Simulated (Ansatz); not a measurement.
`C1=NCOC1`, 10 atoms. The species carries charge 0 and has multiplicity 1. All runs use 2 threads of an AMD EPYC 7B13 on a shared host. Correlated methods freeze the cores.

Task: Give the basis size and wall time and peak host memory of each of these runs in Ansatz. RKS BLYP-D4/def2-TZVPP energy; direct RPA on PBE orbitals/def2-TZVPP energy; RKS B3LYP-D4/def2-TZVPP energy and forces; RKS PBE0-D4/def2-TZVP frequencies; RKS CAM-B3LYP-D4/def2-TZVPP energy; RKS PBE0-D4/def2-SVP energy; RKS ωB97M-V/def2-QZVPP energy; RKS ωB97M-V/def2-SVP energy; RKS PBE0-D4/def2-QZVPP energy; RHF-MP2/def2-QZVPP energy; RHF-CCSD(T)/def2-TZVPP energy; RKS r2SCAN-D4/def2-TZVPP energy and forces. (Best estimate.)

Result: Computed: Other jobs shared the machine, so times are rough.

| level | job | functions | wall time | peak host memory (GiB) |
| --- | --- | --- | --- | --- |
| RKS PBE0-D4/def2-SVP | energy | 95 | 1 s | 0.43 |
| RKS BLYP-D4/def2-TZVPP | energy | 225 | 2.2 s | 0.26 |
| RKS CAM-B3LYP-D4/def2-TZVPP | energy | 225 | 3.3 s | 0.51 |
| RKS ωB97M-V/def2-SVP | energy | 95 | 3.6 s | 0.43 |
| RKS B3LYP-D4/def2-TZVPP | energy and forces | 225 | 4.4 s | 0.54 |
| RKS r2SCAN-D4/def2-TZVPP | energy and forces | 225 | 4.9 s | 0.28 |
| direct RPA on PBE orbitals/def2-TZVPP | energy | 225 | 6 s | 0.53 |
| RKS PBE0-D4/def2-QZVPP | energy | 435 | 8 s | 1.1 |
| RKS ωB97M-V/def2-QZVPP | energy | 435 | 19 s | 1.4 |
| RHF-MP2/def2-QZVPP | energy | 435 | 24 s | 2.6 |
| RHF-CCSD(T)/def2-TZVPP | energy | 225 | 2 min | 3.8 |
| RKS PBE0-D4/def2-TZVP | frequencies | 185 | 2.5 min | 0.45 |

B3LYP here is the variant with VWN-RPA as its local correlation; programs differ in this.
